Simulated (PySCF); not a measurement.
BN: energy against distance

Set-up: PySCF, no relativity, basis sets B def2-TZVP, N def2-TZVP. Energies in eV from B + N in their ground configurations at the same level. All curves are PBE0. state 1: ³Π (triplet), unpaired electrons σ ↑, π ↑; state 2: Ms = 0 determinant of mixed spin (⟨S²⟩ near 1.0), unpaired electrons σ ↓, π ↑, a second solution, started from another occupation; state 3: ¹Σ⁺ (singlet), closed shell, a second solution, started from another occupation; state 4: ³Σ⁻ (triplet), unpaired electrons π ↑↑, a second solution, started from another occupation.

```tsv
R (Å)	state 1	state 2	state 3	state 4
1.133	-3.386	-3.181	-3.047	-0.183
1.185	-4.167	-3.976	-3.588	-1.397
1.238	-4.607	-4.429	-3.812	-2.245
1.278	-4.765	-4.597	-3.824	-2.695
1.317	-4.810	-4.650	-3.734	-3.018
1.357	-4.766	-4.614	-3.566	-3.238
1.409	-4.602	-4.458	-3.251	-3.408
1.475	-4.282	-4.143	-2.762	-3.470
1.554	-3.803	-3.659	-2.102	-3.395
1.659	-3.122	-2.941	-1.553	-3.143
```

Task: Put a parabola through the three lowest points of the state 1 curve and estimate Re, k and ωe (reduced mass 6.164 u; 1 eV/Å² = 0.16022 mdyn/Å; ωe = 1302.8·√(k/μ) cm⁻¹).

Result: Through R = 1.278, 1.317, 1.357 Å the second-order coefficient is 28.5 eV/Å², so Re ≈ 1.318 Å, k ≈ 9.14 mdyn/Å and ωe ≈ 1587 cm⁻¹. A polynomial fit of higher order to the unrounded PBE0 energies gives Re = 1.315 Å, k = 9.24 mdyn/Å, ωe = 1595 cm⁻¹; anharmonicity and rounding make the difference.

The higher-order fit for each curve: state 1: Re = 1.315 Å, ωe = 1595 cm⁻¹, De = 4.81 eV; state 2: Re = 1.319 Å, ωe = 1584 cm⁻¹, minimum 4.65 eV below the ground-state fragments; state 3: Re = 1.262 Å, ωe = 1782 cm⁻¹, minimum 3.83 eV below the ground-state fragments; state 4: Re = 1.473 Å, ωe = 1088 cm⁻¹, minimum 3.47 eV below the ground-state fragments.

⟨S²⟩ of the unrestricted solution departs from its pure value on part of the curve, where spin states mix. The state was picked by a PBE0 search and need not be the measured ground state.
